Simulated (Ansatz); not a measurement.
Results of r²SCAN+rVV10 (Ansatz, an electronic-structure program, PAW) for diamond.

Run with plane-wave cutoff 560 eV, 16×16×16 k mesh, Fermi–Dirac smearing 0.01 eV, scalar-relativistic PAW data made under PBE.

Pressure at four volumes; x = ln(V/5.628 Å³). One pressure is withheld.

```csv
V (Å³/atom),x,P (GPa)
5.291,-0.0617,31.49
5.628,0.0000,0.05
5.853,0.0392,-16.52
5.966,0.0583,?
```

Q: Pass a parabola P(x) through the three rows shown, estimate the bulk modulus and its pressure derivative near zero pressure, and predict the withheld pressure.

A: Slopes between the rows: (0.05 − (31.49))/(0.0000 − (-0.0617)) = -509.56 and (-16.52 − (0.05))/(0.0392 − (0.0000)) = -422.70 GPa. Their difference over the span 0.1009 is c = 86.86/0.1009 = 860.9 GPa, so P(x) = 31.49 + (-509.56)(x − (-0.0617)) + 860.9 (x − (-0.0617))(x − (0.0000)). At the middle row B = −dP/dx = −[-509.56 + 860.9 × 0.0617] = 456.4 GPa, and B′ = dB/dP = 2c/B = 3.8. At x = 0.0583 the parabola gives -23.63 GPa; the run gives -23.71 GPa. The Birch–Murnaghan fit to the energies at all volumes has B0 = 454 GPa and B′ = 3.7.

Measured, for comparison: bulk modulus 455 GPa (0 K value with the zero-point phonon effect removed; as tabulated in Mejia-Rodriguez and Trickey (2018), arXiv:1807.09216). Computed (rounded) less measured: bulk modulus -0.2 %.
